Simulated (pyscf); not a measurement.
HB=O (SMILES B=O) + H• (SMILES [H]) → H₂B–O• (SMILES B[O]), gas phase, doublet surface. Structures and frequencies: ωB97X-D3(BJ)/def2-SVP in PySCF. Correlated levels are frozen-core, on RHF or UHF. ΔMP2 is the change of the MP2 total energy from the triple- to the quadruple-zeta basis. ΔG in kcal/mol from CCSD(T)/def2-TZVPP + ΔMP2(QZVPP) energies (ideal gas, 1 atm, RRHO with modes under 100 cm⁻¹ raised to 100, one conformer, R ln 2 for chiral ones without a mode under 150 cm⁻¹).

```tsv
T (K)	ΔG
298	-5.7
600	?
900	+8.1
1200	+15.2
```

**Question.** Fit a line to the three values, predict ΔG at 600 K, and estimate where the reaction turns unfavourable at 1 atm of each gas.

**Answer.** Least squares gives ΔG = -12.6 + 23.1 × T/1000 K, so ΔS is about -97 J/(mol K) and ΔH about -12.6 kcal/mol over this range (ΔH at 298 K: -12.0). At 600 K the line gives +1.3; the computed value is +1.0. ΔG = 0 falls near 550 K; 1 kcal/mol in the energy moves that by 43 K. This is thermodynamics alone and says nothing of the barrier. The CCSD(T) − MP2 part came from Ansatz, without density fitting, on the same reference.
